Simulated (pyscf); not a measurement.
Thermochemistry of product channels of SiH₄ (SMILES [SiH4]) + F• (SMILES [F]) on the doublet surface, in eV, from ωB97M-D3(BJ)/def2-TZVP energies (ideal gas, 1 atm, RRHO with modes under 100 cm⁻¹ raised to 100, one conformer, R ln 2 for rigid chiral ones). Single points on ωB97X-D3(BJ)/def2-SVP structures (PySCF, gas phase).

| products | ΔE | ΔH(298 K) | ΔG(600 K) | ΔG(1200 K) |
|---|---|---|---|---|
| SiH₂ (SMILES [SiH2]) [singlet] + HF (SMILES F) + H• (SMILES [H]) | +1.36 | +1.17 | +0.28 | -0.65 |
| SiH₃• (SMILES [SiH3]) + HF (SMILES F) | -1.74 | -1.73 | -1.95 | -2.16 |
| F–SiH₂• (SMILES F[SiH2]) + H₂ (SMILES [H][H]) | -2.77 | -2.84 | -3.01 | -3.19 |

The channel to SiH₂ [singlet] + HF + H• turns favourable between 298 and 1200 K (ΔG from +0.73 eV to -0.65 eV).

These are energies of the channels, which say nothing of barriers. Left out: orbital degeneracy and the spin-orbit lowering of F.
